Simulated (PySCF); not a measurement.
# SiO+: bond curves at several levels of theory

One table from this session's results is given with a row withheld; the runs are named, their logs left out.

Method: Si pcseg-2, O pcseg-2, no relativity; program: PySCF 2.14.0.

The first run:

A driver script around PySCF takes these settings:

* atoms: Si, O
* charge: 1
* basis: Si pcseg-2, O pcseg-2
* Hamiltonian: no relativity
* basis functions: 64
* electrons treated: 21
* masses in u: 27.9769, 15.9949
* levels: PBE0, PBE, r²SCAN, BHandHLYP, TPSSh, M06-L, LC-ωPBE, HF, MP2, SCS-MP2, CCSD, CCSD(T)
* grid: 80 radial by 434 angular points
* occupations: held fixed by the projection of orbital angular momentum
* dissociation limit: Si+ + O, each in its ground configuration
* starting distance in angstrom: 1.815
* values of 2S to try: 1, 3

Command:

```
$ OMP_NUM_THREADS=1 python dia.py task.json out
```

Steps of the session up to this table: Input; First curve: PBE0; Excited determinants; PBE; r²SCAN; BHandHLYP; TPSSh (hybrid meta-GGA); M06-L (meta-GGA); LC-ωPBE (range-separated hybrid); UHF (mean field); Adding correlation.

One table of the session follows, with a row left open; its other results are not shown here.

| level | Re (Å) | ωe (cm⁻¹) | De (eV) |
| --- | --- | --- | --- |
| UHF-CCSD | 1.524 | 1163 | 4.32 |
| UHF-CCSD(T) | 1.528 | 1150 | 4.61 |
| PBE | 1.526 | 1154 | 5.39 |
| r²SCAN | 1.514 | 1185 | 5.12 |
| M06-L | 1.514 | 1172 | 4.97 |
| TPSSh | 1.519 | 1163 | 4.79 |
| PBE0 | 1.514 | 1167 | 4.72 |
| BHandHLYP | ? | ? | ? |
| LC-ωPBE | 1.506 | 1176 | 4.65 |

Q: Estimate the row for BHandHLYP from the others.

As computed: Re (Å): 1.517; ωe (cm⁻¹): 1132; De (eV): 4.01. In the column «Re (Å)» it lies between PBE0 (1.514) and TPSSh (1.519).

De is counted to Si+ + O in their ground configurations. A positive dipole points from Si to O; in an ion it is taken about the centre of mass and does not tell which atom is negative. No constants: UHF (the points don't follow one smooth fit); UHF-MP2 (the points don't follow one smooth fit); UHF-SCS-MP2 (the points don't follow one smooth fit).

Time per point (s) on 1 thread of Arm Neoverse N1, shared host (CPU time, shared integrals of 0.26 s apart; correlated levels include their reference; CCSD comes with the CCSD(T) run); the times are rough: UHF-CCSD(T) 14, PBE 1.3, r²SCAN 2, M06-L 1.9, TPSSh 2.3, PBE0 2, BHandHLYP 1.2, LC-ωPBE 1.7.

Limits of these values: Lowest PBE0 solution found, without spin–orbit coupling: ²Σ⁺ (doublet), unpaired electrons σ ↑. T1 is 0.078 near the minimum (highest on the curve 0.080), which may point to more than one leading configuration. Warnings in the runs' records: inverted.
